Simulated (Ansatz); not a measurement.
Rutile PbO2, treated with r²SCAN+SOC in Ansatz (plane waves, PAW).

Numerical settings: plane-wave cutoff 560 eV, 12×12×16 k mesh (along the axes of the cell as run), Fermi–Dirac smearing 0.05 eV, PAW data made under PBE.

Cell (measured lattice):

```xyz
6
Lattice="4.9578 0.0000 0.0000 0.0000 4.9578 0.0000 0.0000 0.0000 3.3878" Properties=species:S:1:pos:R:3 pbc="T T T"
Pb     0.0000     0.0000     0.0000
Pb     2.4789     2.4789     1.6939
O      1.5225     1.5225     0.0000
O      4.0014     0.9564     1.6939
O      0.9564     4.0014     1.6939
O      3.4353     3.4353     0.0000
```

Question: What does this level give for the smallest direct gap on the k points sampled?

Answer: 
- smallest direct gap on the k points sampled: 0.04 eV (under three smearing widths, so not firm)

Note: cell and atoms aren't relaxed at this level (pressure 2.1 GPa).

The computed numbers hold no vibrational or temperature effects.

Ansatz is an electronic-structure program.
